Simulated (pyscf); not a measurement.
This saddle point was located with ωB97X-D3(BJ)/def2-SVP in PySCF.

```xyz
10

C     -1.4439    -0.9164     0.0833
Sn    -0.1175     1.1288    -0.1264
H     -0.8347    -1.3388     0.8955
H     -1.8182    -1.7709    -0.5094
H     -2.3268    -0.4132     0.5038
H     -0.4766     1.2682     1.5554
H      1.5645     0.9301    -0.2708
H     -0.8555     2.4434    -0.9119
F     -0.3428    -0.0280    -2.0186
H     -0.9072    -0.5511    -1.1015
```

Surface: singlet, charge 0. Lowest wavenumbers (cm⁻¹): 1173i, 91, 242, 308, 442.

**Question.** Which two sides does it connect, and which bonds change?

**Answer.** H₃C–SnH₃ + hydrogen fluoride (HF) ⇌ methane (CH₄) + F–SnH₃, a four-centre exchange read from left to right: C–Sn, F–H broken and C–H, F–Sn formed. At CCSD(T)/def2-TZVPP + ΔMP2(QZVPP) it lies +30.4 kcal/mol from the left side and +47.3 kcal/mol from the right (each side as separated species at their lowest minima found). One saddle was located; it need not be the lowest between these sides. The CCSD(T) − MP2 part came from Ansatz, without density fitting, on the same reference. The frozen core leaves the outer d or s,p core shells of the metals and heavy elements correlated in the MP2 and CC values, and def2-TZVPP describes them poorly, which can shift differences by a few kcal/mol. Elements past Kr carry the def2 core potentials, without spin-orbit coupling.
